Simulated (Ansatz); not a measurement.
## Ladder of methods for the enthalpy of formation of fluorite CeO2

Reference value: -3.761 eV/atom (measured, 298 K, copied from a table, unchecked, no zero-point or thermal correction; as tabulated in the CRC Handbook).

```
level (code)           value (eV/atom)  difference (eV/atom)
---------------------  ---------------  --------------------
LDA (Ansatz)                    -3.771                -0.010
PBE (Ansatz)                    -3.432                +0.329
PBEsol (Ansatz)                 -3.504                +0.257
PBE-D3(BJ) (Ansatz)             -3.483                +0.278
PBE-D4 (Ansatz)                 -3.553                +0.208
rVV10 (Ansatz)                  -3.686                +0.075
r²SCAN (Ansatz)                 -3.719                +0.042
r²SCAN-D4 (Ansatz)              -3.772                -0.011
r²SCAN+rVV10 (Ansatz)           -3.772                -0.011
```

Once the reference is moved by up to 0.030 eV/atom (a margin picked here for doubts on the reference and the settings, and for temperature and zero-point motion) and values within 0.010 eV/atom count as equal, the nearest can be LDA (-0.010 eV/atom), r²SCAN-D4 (-0.011 eV/atom), r²SCAN+rVV10 (-0.011 eV/atom) or r²SCAN (+0.042 eV/atom). Farthest off among them: PBE (+0.329 eV/atom).

The measured value isn't corrected to a static lattice, so vibrations enter the comparison.  Density-functional levels without +SOC have no spin–orbit coupling, which shifts binding energies of heavy elements. LDA, PBE, PBEsol, PBE-D3(BJ), PBE-D4, rVV10, r²SCAN, r²SCAN-D4, r²SCAN+rVV10: the 4f metal that serves as reference can sit in a wrong electronic state. Each level is taken at its own relaxed cell. Ansatz's density-functional and Hartree–Fock values are scalar-relativistic unless marked +SOC, with PAW data made under PBE.

Differences are worked out from the printed values.

Ansatz is an electronic-structure program.
